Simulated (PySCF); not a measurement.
Input of a run (PBE0-D3(BJ)/def2-TZVP geometry optimisation, gas phase (PySCF 2.14.0)), started from GFN2-xTB:
```
{"job": {"xc": "PBE0", "basis": "def2-TZVP", "d3": "d3bj", "grid": 2, "shake": 0.01, "kind": "geom"}, "charge": 0, "multiplicity": 1}
C     -0.698570    -0.104310    -0.102010
C      0.566620     0.058540     0.075640
F      1.211710     1.210130     0.023450
F      1.456550    -0.917520     0.335290
H     -1.337320     0.767790    -0.323850
H     -1.174840    -1.044640    -0.053180
```

Output (energies in Eh, forces in Eh/bohr):
```
step   0  E = -276.90447389  max force = 0.052230
step   1  E = -276.89617584  max force = 0.033054
step   2  E = -276.89945027  max force = 0.026040
step   3  E = -276.90516072  max force = 0.016026
step   4  E = -276.90646006  max force = 0.007679
step   5  E = -276.90704225  max force = 0.005339
step   6  E = -276.90719043  max force = 0.001032
step   7  E = -276.90720466  max force = 0.000424
optimisation converged
```

Problem. Summarise the run.

Solution. The energy falls by 0.074 eV over 8 energy and gradient evaluations, the largest force component goes from 0.0522 to 4.2e-04 Eh/bohr, and the atoms move by 0.024 Å rms after alignment. The bond that changes most is C2–F4 (=CF2 carbon to vinyl fluorine), which shortens by 0.033 Å. Bonds longer at the end by more than 0.005 Å: 2 of 5; shorter: 3. Among the angles that change most is H5–C1–H6, from 116.9° to 120.7°. The energy rose by more than 1e-6 Eh at step 1.

Problem. What are the final bond lengths?

Solution. C1=C2 1.315 Å, C2–F3 1.314 Å, C2–F4 1.313 Å, C1–H5 1.079 Å, C1–H6 1.078 Å. Numbering counts from 1 in the input's order; the species is `FC(=C)F`.

The run used 136 basis functions and 60 SCF cycles in all.

No frequency check.
